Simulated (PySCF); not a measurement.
## Computed properties of formaldehyde (CH2O), SMILES C=O

formaldehyde (CH2O), SMILES O=C. Coordinates come from a r2SCAN-D4/def2-TZVPD optimisation. Other conformers were not sampled. All values are computed for the isolated molecule unless a solvent is named; none is compared with measurement here.

**Structure.** The optimised structure has C2v symmetry. All 6 harmonic modes at r2SCAN-D4/def2-TZVPD (PySCF) are real, so it is a minimum.

**Vibrations.** The strongest infrared lines (harmonic, unscaled, degenerate partners summed) lie at 2910 cm⁻¹ (145 km/mol, H 89 %, C 11 %), 1809 cm⁻¹ (112 km/mol, C 56 %, O 37 %), 2860 cm⁻¹ (83 km/mol, H 96 %). The softest mode is at 1190 cm⁻¹ and the zero-point energy is 16.5 kcal/mol.

**Electronic structure.** B3LYP/def2-TZVPD (PySCF) places the frontier levels at -7.66 and -1.71 eV, a gap of 5.95 eV, and gives a dipole moment of 2.38 D and a mean polarisability of 18.1 bohr³. PBE/def2-TZVPD (PySCF) at the same geometry gives -6.25 and -2.63 eV, so its gap is 2.33 eV narrower. An orbital gap is neither the optical nor the fundamental gap.

**Excitations.** TDA-CAM-B3LYP/def2-TZVPD (PySCF) has S1 at 4.01 eV (309 nm, f = 0.000, dark); the most intense of the 10 singlets computed lies at 8.34 eV (f = 0.09). T1 (TDA) is at 3.32 eV, 0.69 eV under S1. TDA-PBE/def2-TZVPD (PySCF) puts S1 at 3.88 eV. No vertical singlet excitation falls in the visible range (under 3.1 eV).

**NMR.** GIAO shifts at HF/pcSseg-2 (PySCF) (non-relativistic, atoms alike by connectivity averaged): ¹³C at 197.9 ppm against TMS; ¹H at 9.5 ppm against TMS.
